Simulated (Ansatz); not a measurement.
```yaml
crystal:
  periodic: [false, false, false]
  atoms:
    - {symbol: Al, position_ang: [-2.991518, -0.236221, -0.002322]}
    - {symbol: Ga, position_ang: [-0.375337, -0.062420, -0.000473]}
    - {symbol: N, position_ang: [1.385311, -0.265394, -0.001376]}
    - {symbol: H, position_ang: [1.981544, 0.564035, 0.004171]}
basis:
  gaussian: {orbitals: def2-TZVP}
magnetization: {spin_polarized: true, initial_magnetization: 2}
hamiltonian: {xc: pbe0}
relax: {f_tol: 0.004, max_steps: 80}
```

```sh
$ ansatz run in.yaml --threads 1 --pin off --events-out ev --progress --plain --max-ram 2176MiB
```

Steps of the relaxation (energy above the last step; positions in Å, forces in eV/Å):

```
4
step 1, 35.5 meV
Al   -2.992   -0.236   -0.002    0.378    0.004    0.000
Ga   -0.375   -0.062    0.000   -0.095    0.063    0.000
N     1.385   -0.265   -0.001   -0.161   -0.098   -0.001
H     1.982    0.564    0.004   -0.122    0.031    0.000
```

```
4
step 2, 13.3 meV
Al   -2.943   -0.248   -0.002    0.231    0.011    0.000
Ga   -0.385   -0.029    0.000    0.047    0.015    0.000
N     1.365   -0.275   -0.001   -0.202   -0.073   -0.001
H     1.964    0.552    0.004   -0.076    0.047    0.000
```

```
4
step 3, 2.5 meV
Al   -2.853   -0.250   -0.002   -0.136    0.001    0.000
Ga   -0.393   -0.003    0.000    0.113   -0.014    0.000
N     1.331   -0.292   -0.002    0.014   -0.007    0.000
H     1.915    0.545    0.004    0.008    0.020    0.000
```

```
4
step 5, 0.2 meV
Al   -2.877   -0.241   -0.002   -0.003    0.001    0.000
Ga   -0.387   -0.025    0.000    0.015    0.007    0.000
N     1.345   -0.290   -0.002    0.008   -0.016    0.000
H     1.919    0.555    0.004   -0.020    0.008    0.000
```

```
4
step 7, 0.0 meV
Al   -2.875   -0.234   -0.002   -0.001    0.000    0.000
Ga   -0.383   -0.034    0.000    0.003    0.001    0.000
N     1.349   -0.293   -0.002   -0.002   -0.002    0.000
H     1.909    0.561    0.004    0.001    0.002    0.000
```

Close pairs at the end: N3–H4 1.022 Å, Ga2–N3 1.751 Å, Al1–Ga2 2.500 Å.

A stationary point of unrestricted PBE0 after 7 steps, with ⟨S²⟩ = 2.026 against 2.00 for a pure state; no frequencies were run, so it isn't proven a minimum. 2.6 min on 1 thread of Arm Neoverse V2, shared host.
